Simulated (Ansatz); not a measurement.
Total energies of H₂S₂ from Ansatz at CCSD(T)/def2-TZVPP, gas phase (1 Eh = 27.2114 eV = 2625.5 kJ/mol). The reference geometry is relaxed at PBE0-D4/def2-TZVP.

```xyz
4

S     0.108   -0.383    1.053
S     0.656   -0.140   -0.903
H    -0.224    0.892    1.329
H    -0.540   -0.369   -1.479
```

```csv
state,geometry,energy (Eh)
charge 0 singlet,reference,-796.66251
charge 1 doublet,reference,-796.29609
free S atom (triplet),–,-397.64674
free H atom (doublet),–,-0.49981
```

Correlated methods freeze 10 core orbitals.

**Question.** Work out the vertical ionisation energy to the doublet.

**Answer.** E(charge 1 doublet) − E(charge 0 singlet) = -796.29609 − (-796.66251) = 0.36642 Eh = 9.97 eV.

**Question.** What is the binding energy per atom against free atoms?

**Answer.** Atoms: 2 × (-397.64674) + 2 × (-0.49981) = -796.29310 Eh. Binding: -796.29310 − (-796.66251) = 0.36941 Eh = 10.05 eV, or 2.51 eV for each of 4 atoms (no zero-point energy, no counterpoise term).
